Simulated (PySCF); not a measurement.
# Ionisation energy of S by level of theory

S [Ne] 3s2 3p4 (3P) → S⁺ [Ne] 3s2 3p3 (4S), as a difference of total energies. Calculation: PySCF 2.14, in aug-cc-pwCVDZ (6s5p3d, 36 functions); no relativity, point nucleus. Correlated levels: valence: [Ne] frozen; valence and next inner shell: 1s2 frozen; nothing frozen. The calculations carry no spin-orbit coupling.

```json
{"method": "UHF", "ionisation energy (eV)": "9.223"}
{"method": "LDA", "ionisation energy (eV)": "10.576"}
{"method": "PBE", "ionisation energy (eV)": "10.427"}
{"method": "PBE0", "ionisation energy (eV)": "10.401"}
{"method": "r2SCAN", "ionisation energy (eV)": "10.368"}
{"method": "B97-3", "ionisation energy (eV)": "10.542"}
{"method": "CAM-B3LYP", "ionisation energy (eV)": "10.544"}
{"method": "revPBE", "ionisation energy (eV)": "10.389"}
{"method": "BLYP", "ionisation energy (eV)": "10.424"}
{"method": "SCS-MP2 (valence)", "ionisation energy (eV)": "9.810"}
{"method": "MP2 (valence and next inner shell)", "ionisation energy (eV)": "9.775"}
{"method": "SCS-MP2 (valence and next inner shell)", "ionisation energy (eV)": "9.804"}
{"method": "SCS-MP2 (all electrons)", "ionisation energy (eV)": "9.804"}
```

Q: Estimate what MP2 (valence) gives.

A: 9.776 eV, closest to MP2 (valence and next inner shell) among the rows shown.

Q: Estimate what MP2 (all electrons) gives.

A: 9.775 eV, closest to MP2 (valence and next inner shell) among the rows shown.

Errors of the correlated levels include the incompleteness of this basis and the frozen core.

For comparison: 10.336 eV (measured; NIST levels, between the centres of gravity of the two terms).
